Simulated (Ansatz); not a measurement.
`NC(=O)C=O`. Total charge 0; spin multiplicity 1.

```xyz
8

N     0.4628   -0.2212   -1.0958
C     0.0862   -0.5642    0.1451
O     0.1693   -1.6605    0.6540
C    -0.4998    0.6001    0.9417
O    -0.6103    1.7085    0.4998
H     0.3391    0.7304   -1.3987
H     0.8626   -0.9080   -1.7102
H    -0.8098    0.3148    1.9641
```

Q: Give the diagnostics of a CCSD(T)/def2-TZVPP run (frozen core, Ansatz). (An estimate is asked.)

A: Computed: T1 = 0.0162, largest single amplitude 0.049, largest double 0.071, (T) share of the correlation energy 4.3 %, 9 CCSD cycles. The RHF solution is stable towards an unrestricted one. T1 lies under the customary mark of 0.02 for closed shells.
